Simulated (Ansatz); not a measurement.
# CH3NaS (SMILES C[S][Na]) at B3LYP/6-31G(d) (spherical functions)

Aim: the vertical ionisation energy of CH3NaS at B3LYP/6-31G* (spherical functions), from 2 runs. 

The results are computed with Ansatz 0.2.0.

22 further runs of the same task are left out: 22 set aside as unsound or not needed.

**1. The structure to begin with**

CH3NaS: 6 atoms, total charge 0, spin state singlet. As SMILES, `C[S][Na]`. The shape is that of a PBE0-D4/def2-TZVP optimisation.

Bond lengths: C1–S2 1.822 Å, S2–Na3 2.478 Å, C1–H4 1.092 Å, C1–H5 1.092 Å, C1–H6 1.092 Å. Angles: C1–S2–Na3 107.5°, S2–C1–H4 108.5°, S2–C1–H5 112.2°, S2–C1–H6 112.2°, H4–C1–H5 107.6°, H4–C1–H6 107.6°, H5–C1–H6 108.6°.

**2. The energy at B3LYP/6-31G(d) (spherical functions)**

in.yaml

```yaml
crystal:
  periodic: [false, false, false]
  atoms:
    - {symbol: C, position_ang: [-0.413100, 0.331700, -0.391900]}
    - {symbol: S, position_ang: [-0.168900, -1.222400, 0.527100]}
    - {symbol: Na, position_ang: [2.035300, -1.083000, 1.651500]}
    - {symbol: H, position_ang: [-1.385700, 0.292700, -0.886900]}
    - {symbol: H, position_ang: [0.344900, 0.476700, -1.165000]}
    - {symbol: H, position_ang: [-0.412500, 1.204300, 0.265200]}
basis:
  gaussian:
    orbitals: 6-31Gs-spherical.json
hamiltonian:
  xc: {name: B3LYP}
output: {orbitals: {seedname: orbitals}}
accuracy: high
```

The basis set 6-31G* is read from a file made from the Basis Set Exchange's data (not shown).

Command:

```console
$ ansatz run in.yaml --threads 1 --pin off --max-ram 2610MiB --events-out events.jsonl --progress --plain --runs-dir runs
```

The program printed:

```text
Warning: RAYON_NUM_THREADS=1 ignored (pool sized by the plan → 1); use --threads N
Functional definition: B3LYP
  name "B3LYP"
  parameter a0 = 0.2
  parameter ax = 0.72
  parameter ac = 0.81
  exchange = (1 - a0 - ax)*slater_x + ax*b88_x + a0*exact_x
  correlation = (1 - ac)*vwn_rpa_c + ac*lyp_c
1220 factors; integrals over basis functions are off by at most 3.9e-9 eV
mean field evaluation 1: about -16333.8193 eV, gradient 3.7e1 eV
mean field evaluation 2: about -16315.5882 eV, gradient 7.3e1 eV
mean field evaluation 4: about -16337.9809 eV, gradient 4.1e0 eV
mean field evaluation 8: about -16338.1404 eV, gradient 4.4e-1 eV
mean field evaluation 16: about -16338.1411 eV, gradient 2.6e-5 eV
mean field -16338.14113795 eV, -600.4156124299 hartree, gradient 9.0e-8 eV, S^2 0.000000; 0 other end points of the search recorded, 0 dependent functions left out
reference -16338.14117542 eV, -600.4156138068 hartree; 18, 18 occupied and 38, 38 virtual orbitals, 1220 factors
Total energy: -16338.14117542 eV, -600.4156138068 hartree
```

Wall time 5.7 s (1 thread of Intel Xeon Platinum 8375C at 2.90GHz (Ice Lake), shared host); peak memory 0.19 GiB.

**3. The doublet cation, same level**

input.yaml

```yaml
crystal:
  periodic: [false, false, false]
  atoms:
    - {symbol: C, position_ang: [-0.413100, 0.331700, -0.391900]}
    - {symbol: S, position_ang: [-0.168900, -1.222400, 0.527100]}
    - {symbol: Na, position_ang: [2.035300, -1.083000, 1.651500]}
    - {symbol: H, position_ang: [-1.385700, 0.292700, -0.886900]}
    - {symbol: H, position_ang: [0.344900, 0.476700, -1.165000]}
    - {symbol: H, position_ang: [-0.412500, 1.204300, 0.265200]}
basis:
  gaussian: {orbitals: 6-31Gs-spherical.json}
total_charge: 1
magnetization: {spin_polarized: true, initial_magnetization: 1}
hamiltonian: {xc: {name: B3LYP}}
accuracy: high
output: {orbitals: {seedname: orbitals}}
```

The basis set 6-31G* is read from a file made from the Basis Set Exchange's data (not shown).

Command:

```console
$ ansatz run input.yaml --threads 1 --pin off --max-ram 2610MiB --events-out events.jsonl --progress --plain --runs-dir runs
```

The program printed:

```text
Warning: RAYON_NUM_THREADS=1 ignored (pool sized by the plan → 1); use --threads N
[... 7 set-up lines as earlier in the session ...]
1219 factors; integrals over basis functions are off by at most 3.9e-9 eV
mean field evaluation 1: about -16322.9303 eV, gradient 4.0e1 eV
mean field evaluation 2: about -16318.3963 eV, gradient 4.7e1 eV
mean field evaluation 4: about -16331.1319 eV, gradient 1.9e0 eV
mean field evaluation 8: about -16331.2579 eV, gradient 6.1e-2 eV
mean field evaluation 16: about -16331.2579 eV, gradient 3.3e-4 eV
mean field evaluation 32: about -16331.1797 eV, gradient 8.8e-1 eV
mean field -16331.25791760 eV, -600.1626587477 hartree, gradient 4.7e-8 eV, S^2 0.752889; 2 other end points of the search recorded, 0 dependent functions left out
reference -16331.25796332 eV, -600.1626604276 hartree; 18, 17 occupied and 38, 39 virtual orbitals, 1219 factors
Total energy: -16331.25796332 eV, -600.1626604276 hartree
```

It took 10 s on 1 thread of Intel Xeon Platinum 8375C at 2.90GHz (Ice Lake), shared host; peak memory 0.28 GiB.

**4. Summary of results**

Level: B3LYP/6-31G* (spherical functions).

| quantity | value |
| --- | --- |
| singlet CH3NaS: total energy | -600.41561 Eh |
| singlet CH3NaS: HOMO energy | -4.46 eV |
| singlet CH3NaS: LUMO energy | -1.94 eV |
| singlet CH3NaS: HOMO–LUMO gap | 2.52 eV |
| doublet cation: total energy | -600.16266 Eh |
| doublet cation: HOMO energy (highest over α and β) | -11.89 eV |
| doublet cation: LUMO energy (lowest over α and β) | -9.45 eV |
| doublet cation: ⟨S²⟩ | 0.753 |
| vertical ionisation energy (to the doublet cation) | 6.883 eV |

In words: The vertical ionisation energy comes to 6.88 eV (664 kJ/mol). The negative HOMO energy of the first species, 4.46 eV, lies 2.42 eV below that difference.
